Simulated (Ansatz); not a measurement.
## Multireference treatment of N₂O, singlet

Calculated in Ansatz's Gaussian-basis code. Basis aug-cc-pVTZ, nonrelativistic, 3 orbitals frozen in the corrections. State-specific CASSCF; RHF is the lowest restricted (open-shell) Hartree–Fock solution met. No symmetry is imposed, so a solution can break that of the shape. No proof that the lowest CASSCF solution was found. The orbital stability of a CASSCF solution shown is undecided.

Geometry:

```xyz
3

N     0.0000    0.0000    0.0000
N     0.0000    0.0000   -1.1280
O     0.0000    0.0000    1.1840
```

(1) What do CASSCF and its corrections give against RHF in CAS(8,6), and what are the occupations?

(2) Roughly how much CPU time does a whole run from the default start take (median of such runs, summed over threads; nearly all runs on one pinned thread of a shared server, mostly Xeon at 2.3 to 2.6 GHz, by a development driver)?

Answers

(1) CASSCF -2.982 eV, SC-NEVPT2 -17.184 eV; occupations 1.98, 1.98, 1.93, 1.93, 0.09, 0.09.

(2) CAS(8,6): about 25 s. Other jobs ran beside these, and the count of passes differs.
